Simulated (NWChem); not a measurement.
System: C2H5O anion

```xyz
8

C      0.2257    -1.1799     0.0000
C     -0.4812     0.2089     0.0000
O      0.3469     1.2536     0.0000
H     -0.5038    -2.0172     0.0000
H      0.8706    -1.2688    -0.8915
H      0.8706    -1.2688     0.8915
H     -1.1969     0.1668     0.8918
H     -1.1969     0.1668    -0.8918
```
Atoms are numbered in this order, from 1.

All runs: NWChem. Pople sets run with spherical d functions. The geometry was optimised at B3LYP/def2-SVPD. The gas-phase anion has a positive highest level at the geometry level, so the gas reference is doubtful. Level: M06-2X/6-31+G* with COSMO at NWChem's default radii, gas-phase geometry; the question gives the dielectric constant. Reactions with the solvent are ignored.

Task: Predict the results for dielectric constant 4.8. Quantities: electrostatic solvation energy (kcal/mol).

Result: 
```
Item                                       Result
-----------------------------------------  ------
electrostatic solvation energy (kcal/mol)   -59.2
```
